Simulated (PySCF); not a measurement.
**[SiH3]+: umbrella–stretch map**

Computed with PBE0/[Si def2-TZVP, H def2-TZVP], no relativity, density fitting, PySCF.

Rigid scan from the singlet minimum (Si–H 1.472 Å (×3); H–Si–H 120.0° (×3)). Coordinate: rows: all bonds scaled; columns: angle to the threefold axis. Energies in kJ/mol from the minimum.

| scale \ angle | 60 | 66 | 72 | 78 | 84 | 90 |
| --- | --- | --- | --- | --- | --- | --- |
| 0.95 | ? | 155.2 | 93.5 | ? | 25.1 | 16.7 |
| 0.98 | 217.6 | 137.6 | 77.4 | 35.5 | ? | 2.5 |
| 1.00 | 211.5 | 132.8 | 73.7 | 32.4 | 8.1 | 0.0 |
| 1.03 | 211.0 | 134.4 | 76.7 | ? | 12.9 | 5.1 |
| 1.07 | 223.6 | ? | 94.2 | 55.6 | 32.8 | 25.2 |

(1) Fill in the five missing cells, row by row.

## Answers

(1) 237.1, 50.5, 10.7, 36.6, 149.7.

The bond scale of lowest energy on the grid is 1.03 at 60°, 1.00 at 66°, 1.00 at 72°, 1.00 at 78°, 1.00 at 84°, 1.00 at 90°.

Other isomers or separated fragments may lie lower.
